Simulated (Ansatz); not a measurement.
How the bulk modulus B0 of 1T (CdI2-type) ZrSe2 moves with the method

No measured value is used here.

| level (code) | value (GPa) | cell (Å³/atom) |
|---|---|---|
| LDA (Ansatz) | 33.0 | 23.43 |
| PBE (Ansatz) | 3.19 | 28.63 |
| PBEsol (Ansatz) | 21.3 | 24.64 |
| PBE-D3(BJ) (Ansatz) | 32.1 | 24.32 |
| PBE-D4 (Ansatz) | ___ | 24.90 |
| PBEsol-D3(BJ) (Ansatz) | ___ | 22.60 |
| rVV10 (Ansatz) | 31.9 | 26.04 |

Task: Fill in the missing entries.

Result: 
- PBE-D4 (Ansatz, a quantum-chemistry and plane-wave program), value (GPa): 27.9
- PBEsol-D3(BJ) (Ansatz), value (GPa): 45.9

LDA: LDA has no dispersion term either, though it tends to give short spacings of layers, chains or molecules. PBE: for a layered or molecular solid the relaxed cell lies over 5 % above the published volume, where the minimum can be shallow. PBE, PBEsol: the cell comes from a level without a dispersion term, which matters for the spacing of layers, chains or molecules. Each level is taken at its own relaxed cell. Ansatz's density-functional and Hartree–Fock values are scalar-relativistic unless marked +SOC, with PAW data made under PBE.
